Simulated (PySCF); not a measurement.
Orbital energies, ionisation energy and electron affinity

Species: copper monofluoride, CuF (singlet state).
Structure used (PBE0-D3(BJ)/def2-TZVP), in Å, numbered top down from 1:
```xyz
2
CuF angstrom
F      0.8907   -0.0447    0.0028
Cu    -0.8732    0.0057   -0.0200
```

Level: wB97X-D/aug-cc-pVTZ (PySCF). Frontier orbitals with their largest atomic shares (Löwdin; up to four atoms above 4 %):

```tsv
orbital	ε (eV)	main atoms
HOMO−3	-10.61	Cu2 100 %
HOMO−2	-9.86	Cu2 63 %, F1 37 %
HOMO−1	-9.86	Cu2 63 %, F1 37 %
HOMO	-9.52	?
LUMO	-1.24	Cu2 90 %, F1 10 %
LUMO+1	0.83	Cu2 98 %
LUMO+2	0.83	Cu2 98 %
```

Task: What vertical ionisation energy does ΔSCF give, and how far is −ε(HOMO) from it?

Result: ΔSCF: 10.43 eV (1007 kJ/mol; threshold wavelength 119 nm); ⟨S²⟩ of the doublet left behind is 0.754, against 0.75 for a pure doublet. −ε(HOMO) is 9.52 eV, 0.91 eV below it. In exact Kohn–Sham theory the two would be equal; wB97X-D (range-separated hybrid) falls short of its own ΔSCF value by 9 %.

Task: On which atoms does the HOMO lie?

Result: Cu2 (copper bonded to F) 78 %, F1 (fluorine bonded to Cu) 22 %, so more than half of it is on one atom. The HOMO−1 lies 0.34 eV lower.

Task: And the vertical electron affinity, the fundamental gap, Mulliken's electronegativity and the hardness (with the factor ½)?

Result: EA = 1.12 eV by ΔSCF (−ε(LUMO) = 1.24 eV). IE − EA = 9.31 eV against an orbital gap of 8.28 eV; (IE + EA)/2 = 5.78 eV; (IE − EA)/2 = 4.65 eV.

Task: Shift the occupied levels rigidly so that −ε(HOMO) equals the ΔSCF value. What binding energies result?

Result: The shift is +0.91 eV: HOMO 10.43, HOMO−1 10.77, HOMO−2 10.77, HOMO−3 11.52 eV. A rigid shift is only a rough guide to the deeper ionisations.

Task: What kinetic energy would electrons from this vertical process carry with Lyman-α light (10.199 eV)?

Result: The photon is 0.23 eV short of the vertical value.

Isolated species at its PBE0-D3(BJ)/def2-TZVP geometry, gas phase.
